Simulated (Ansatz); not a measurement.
**Nudged elastic band run: H6NSi2, charge +1**

Input:

```yaml
crystal:
  periodic: [false, false, false]
  atoms:
    - { symbol: "N", position_ang: [-0.900024, 0.968415, -1.295583] }
    - { symbol: Si, position_ang: [0.191553, 0.810796, -0.067711] }
    - { symbol: Si, position_ang: [0.552484, -1.251866, 1.017584] }
    - { symbol: H, position_ang: [-1.466874, 0.208989, -1.650042] }
    - { symbol: H, position_ang: [-1.076519, 1.840178, -1.77993] }
    - { symbol: H, position_ang: [0.854995, 2.10092, 0.21116] }
    - { symbol: H, position_ang: [1.98919, -1.516457, 0.784683] }
    - { symbol: H, position_ang: [-0.36524, -2.198728, 0.350053] }
    - { symbol: H, position_ang: [0.220425, -0.962236, 2.429765] }
total_charge: 1
basis:
  gaussian: { orbitals: def2-TZVP }
hamiltonian:
  xc: pbe0
neb:
  order_check: false
  images: 5
  f_tol: 0.03
  max_iterations: 60
  final_atoms:
    - { symbol: "N", position_ang: [-1.07934644, 1.20357109, -0.90069575] }
    - { symbol: Si, position_ang: [0.38324986, 0.55811106, -0.49052693] }
    - { symbol: Si, position_ang: [0.56368426, -1.2657166, 0.99404784] }
    - { symbol: H, position_ang: [-1.96704412, 0.86697448, -0.55098732] }
    - { symbol: H, position_ang: [-1.18623241, 1.98589836, -1.53481714] }
    - { symbol: H, position_ang: [1.48132309, 1.27542283, -1.16983648] }
    - { symbol: H, position_ang: [1.39515847, -0.73385747, 2.0958566] }
    - { symbol: H, position_ang: [1.23815874, -2.30446734, 0.18521373] }
    - { symbol: H, position_ang: [-0.82896146, -1.58592541, 1.37172446] }
  initial_path:
    images:
      - { positions_ang: [[-0.900024, 0.968415, -1.295583], [0.191553, 0.810796, -0.067711], [0.552484, -1.251866, 1.017584], [-1.466874, 0.208989, -1.650042], [-1.076519, 1.840178, -1.77993], [0.854995, 2.10092, 0.21116], [1.98919, -1.516457, 0.784683], [-0.36524, -2.198728, 0.350053], [0.220425, -0.962236, 2.429765]] }
      - { positions_ang: [[-0.94307991, 1.00676363, -1.22164958], [0.25971204, 0.78076409, -0.13043781], [0.56312258, -1.25779204, 1.01266885], [-1.59626468, 0.30588704, -1.45910246], [-1.11260736, 1.86512718, -1.73091167], [0.98582872, 2.02175293, -0.04973087], [1.97241885, -1.4319686, 1.04190058], [-0.12014649, -2.24940999, 0.24494405], [-0.00899375, -1.04111323, 2.29229791]] }
      - { positions_ang: [[-0.98613583, 1.04511226, -1.14771615], [0.32787108, 0.75073218, -0.19316462], [0.57376115, -1.26371809, 1.00775369], [-1.72565536, 0.40278507, -1.26816292], [-1.14869572, 1.89007636, -1.68189333], [1.11666245, 1.94258586, -0.31062174], [1.95564771, -1.3474802, 1.29911815], [0.12494702, -2.30009199, 0.1398351], [-0.2384125, -1.11999047, 2.15483083]] }
      - { positions_ang: [[-1.02919174, 1.08346089, -1.07378273], [0.39603012, 0.72070027, -0.25589143], [0.58439973, -1.26964413, 1.00283854], [-1.85504603, 0.49968311, -1.07722338], [-1.18478408, 1.91502554, -1.632875], [1.24749617, 1.86341879, -0.57151261], [1.93887656, -1.26299179, 1.55633573], [0.37004053, -2.35077398, 0.03472614], [-0.46783125, -1.1988677, 2.01736374]] }
      - { positions_ang: [[-1.04590997, 1.12349763, -1.01608707], [0.39177003, 0.66650387, -0.33410326], [0.57749457, -1.26833496, 0.99990831], [-1.89237873, 0.62211356, -0.90181136], [-1.18526685, 1.93864982, -1.60018904], [1.32543848, 1.66742014, -0.7709539], [1.7576372, -1.08661369, 1.73617602], [0.65941327, -2.33533843, 0.08488867], [-0.58820799, -1.32788693, 1.80215065]] }
      - { positions_ang: [[-1.06262821, 1.16353436, -0.95839141], [0.38750995, 0.61230746, -0.4123151], [0.57058941, -1.26702578, 0.99697807], [-1.92971142, 0.74454402, -0.72639934], [-1.18574963, 1.96227409, -1.56750309], [1.40338079, 1.47142148, -0.97039519], [1.57639783, -0.91023558, 1.91601631], [0.94878601, -2.31990289, 0.1350512], [-0.70858473, -1.45690617, 1.58693755]] }
      - { positions_ang: [[-1.07934644, 1.20357109, -0.90069575], [0.38324986, 0.55811106, -0.49052693], [0.56368426, -1.2657166, 0.99404784], [-1.96704412, 0.86697448, -0.55098732], [-1.18623241, 1.98589836, -1.53481714], [1.48132309, 1.27542283, -1.16983648], [1.39515847, -0.73385747, 2.0958566], [1.23815874, -2.30446734, 0.18521373], [-0.82896146, -1.58592541, 1.37172446]] }
```

Run as:

```bash
$ ansatz run input.yaml --threads 2 --pin off --max-ram 3072MiB --backend cpu --events-out ev --progress --plain --runs-dir out
```

Output, in part (warnings, iteration lines, the closing report on the highest movable image, with atoms numbered from 0):

```
NEB end point (image 0): max|allowed force component| = 8.381e-3 eV/Å (the criterion of neb.relax_end_points is 1.000e-2)
NEB end point (image 6): max|allowed force component| = 6.295e-3 eV/Å (the criterion of neb.relax_end_points is 1.000e-2)
NEB iter   1: max|band force component| = 1.371e0 eV/Å  barrier→ = 0.2380 eV  barrier← = 0.2380 eV  Δτ_max = 0.1262 Å  (177 SCF iters)
NEB iter   2: max|band force component| = 5.397e-1 eV/Å  barrier→ = 0.0395 eV  barrier← = 0.0395 eV  Δτ_max = 0.0539 Å  (144 SCF iters)
NEB iter   3: max|band force component| = 1.483e-1 eV/Å  barrier→ = 0.0216 eV  barrier← = 0.0216 eV  CI = image 3  Δτ_max = 0.0490 Å  (140 SCF iters)
NEB iter   4: max|band force component| = 7.638e-2 eV/Å  barrier→ = 0.0194 eV  barrier← = 0.0194 eV  CI = image 3  Δτ_max = 0.0219 Å  (146 SCF iters)
NEB iter   5: max|band force component| = 5.277e-2 eV/Å  barrier→ = 0.0191 eV  barrier← = 0.0191 eV  CI = image 3  Δτ_max = 0.0089 Å  (146 SCF iters)
NEB iter   6: max|band force component| = 2.676e-2 eV/Å  barrier→ = 0.0188 eV  barrier← = 0.0188 eV  CI = image 3  Δτ_max = 0.0000 Å  (267 SCF iters)
Total energy: -17328.59473817 eV, -636.8141108844 hartree
Atom 0 at    -1.052016     1.063950    -1.072337 Å, force    -0.026577     0.005405    -0.009669 eV/Å
Atom 1 at     0.351359     0.720089    -0.275213 Å, force     0.013527     0.010268    -0.002848 eV/Å
Atom 2 at     0.585311    -1.261136     0.990410 Å, force    -0.005879    -0.013930     0.003826 eV/Å
Atom 3 at    -1.870736     0.469649    -1.070396 Å, force     0.000505     0.000235     0.001397 eV/Å
Atom 4 at    -1.189259     1.904018    -1.621269 Å, force     0.006155    -0.003326    -0.000251 eV/Å
Atom 5 at     1.341658     1.795154    -0.489599 Å, force     0.005419    -0.002343     0.006384 eV/Å
Atom 6 at     1.957735    -1.199028     1.531530 Å, force     0.002670     0.005386    -0.001553 eV/Å
Atom 7 at     0.360591    -2.337086    -0.000113 Å, force     0.002079    -0.001691     0.000924 eV/Å
Atom 8 at    -0.484654    -1.155598     2.006965 Å, force     0.002100    -0.000004     0.001789 eV/Å
Dipole moment:    -0.168044     0.290980    -0.241479 e Å
```

It converged. A vibrational analysis at the climbing image gives one clearly imaginary mode, 73i cm⁻¹: a first-order saddle point. Limits of this set-up: the dipole of an ion depends on the origin.

Final band (atoms are numbered from 1 in the order of the input):

| image | path coordinate (Å) | energy (kJ/mol) | dihedral N1–Si2–Si3–H9 (°) |
| --- | --- | --- | --- |
| 0 | 0.00 | 0.0 | -121 |
| 1 | 0.64 | 0.4 | -100 |
| 2 | 1.29 | 1.3 | -80 |
| 3 | 1.93 | 1.8 | -60 |
| 4 | 2.58 | 1.4 | -40 |
| 5 | 3.22 | 0.4 | -20 |
| 6 | 3.87 | 0.0 | 0 |

The run took 44 s on 2 threads of Intel(R) Xeon(R) 6975P-C (Granite Rapids), with other jobs on the host, peak memory 0.3 GiB.
